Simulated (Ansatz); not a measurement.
For CaB6-type LaB6, PBEsol+SOC in Ansatz (PAW) gives:

| Item | Value |
|---|---|
| equilibrium lattice constant a | 4.130 Å |
| bulk modulus B0 | 180 GPa |

What does r²SCAN (Ansatz, an electronic-structure program, plane waves, PAW) give for the same quantities?


- lattice constant a: 4.153 Å (increases by 0.6 %)
- bulk modulus: 180 GPa (is nearly the same)

For comparison: lattice constant a 4.157 Å (measured, 296 K, no zero-point or thermal correction; as tabulated in Tsubota and Kitagawa (2017), doi:10.1038/s41598-017-15766-y); bulk modulus 164 ± 2 GPa (measured, room temperature, not corrected to a static lattice, isothermal; as tabulated in LaB6 under pressure, Phys. Rev. B 80, 172104 (doi 10.1103/PhysRevB.80.172104)).

Changes are worked out from the printed values.

Unless a cell is named, each level is at its own relaxed cell (PBEsol+SOC 10.06, r²SCAN 10.23 Å³/atom).

Ansatz's density-functional and Hartree–Fock values are scalar-relativistic unless marked +SOC, with PAW data made under PBE.
